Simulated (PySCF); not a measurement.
**Argon: a sound run and one with changed settings**

Sound run: Ar [Ar], Ar⁺ [Ne] 3s2 3p5. All numbers are calculated (PySCF 2.14, the non-relativistic Hamiltonian (point nucleus), in def2-TZVP). The sound run starts from symmetry-adapted Hartree-Fock orbitals and uses a fine grid where one is needed.

A second run was set up differently.

| species | method | sound run (hartree) | changed run (hartree) | converged |
| --- | --- | --- | --- | --- |
| Ar | UHF | -526.80276 | -526.80276 | yes |
| Ar | M06-L | -527.52752 | -530.17182 | yes |
| Ar | MN15 | -527.45750 | -527.80479 | yes |
| Ar⁺ | UHF | -526.26721 | -526.26721 | yes |
| Ar⁺ | M06-L | -526.94605 | -529.43318 | no |
| Ar⁺ | MN15 | -526.87680 | -527.13024 | yes |

Ionisation energy of Ar:

```csv
method,sound run (eV),changed run (eV)
UHF,14.573,14.573
MN15,15.802,18.355
```

What was changed?
A. too few SCF iterations
B. basis contracted for another Hamiltonian
C. angular grid far too coarse
D. all electrons correlated in a valence basis

C. It used 6 angular points. A coarse angular grid integrates products of high-l functions wrongly, so density functionals can shift, and the SCF can exploit the error; Hartree-Fock and MP2 need no grid.
